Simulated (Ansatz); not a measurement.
We consider hematite (α-Fe2O3), described by PBE-D4 (Ansatz, a first-principles code, plane waves, PAW).

Numerical settings: plane-wave cutoff 500 eV, 10×10×10 k mesh, Fermi–Dirac smearing 0.05 eV, spin-polarised with opposed moments, scalar-relativistic PAW data made under PBE.

Cell (relaxed at this level):

```
Fe2O3
1.0
    4.79857    -2.48561     0.01761
    4.79857     2.48561     0.01761
    3.49599     0.00000     4.12103
Fe O
4 6
Cartesian
 11.20790   0.00000   3.55781
  4.66134   0.00000   1.47968
  1.88524   0.00000   0.59845
  8.43181   0.00000   2.67657
  5.02130  -0.94576   3.09959
  5.42478   1.71569   1.82854
  8.07185   0.94576   1.05667
  7.17274   0.76993   3.88905
  7.66837  -1.71569   2.32772
  5.92040  -0.76993   0.26721
```

**Question.** Predict the magnetic moment (largest site, within a sphere) and band gap.

**Answer.** 
* **magnetic moment (largest site, within a sphere)**: 3.26 μB
* **band gap**: 0.52 eV (on the SCF k mesh)

Measured, for comparison: band gap 2.6 eV (temperature not stated, no zero-point or thermal correction, photoemission and inverse photoemission; as tabulated in Parkinson (2016), arXiv:1602.06774). Computed (rounded) less measured: band gap -2.08 eV.

Note: a magnet's gap depends somewhat on the PAW data; a distance lies near a switch of the dispersion term, which can move the cell.

Moments are spin moments.

Static lattice: no zero-point or thermal effects.
